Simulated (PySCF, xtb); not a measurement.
Homolysis of single bonds, series B F-H. All species are isolated molecules in the gas phase. Strings in code marks are SMILES.

Quantity: homolytic bond dissociation enthalpy at 298 K (no spin–orbit term), in kcal/mol. Thermal and zero-point terms are GFN2-xTB rigid-rotor harmonic values (xtb).

Case: F–B bond of `FBF`, giving `[BH]F` and `[F]`. Geometry of `FBF` (neutral, multiplicity 1, Å):

```xyz
4

F     -0.6327     1.1277     0.0002
B      0.0401    -0.0001     0.0000
F     -0.6385    -1.1244    -0.0001
H      1.2311    -0.0032    -0.0001
```

Question: What homolytic bond dissociation enthalpy at 298 K (no spin–orbit term) does B3LYP/6-311+G** // PBE0-D3(BJ)/def2-TZVP (PySCF) give?

Answer: 166.0 kcal/mol.
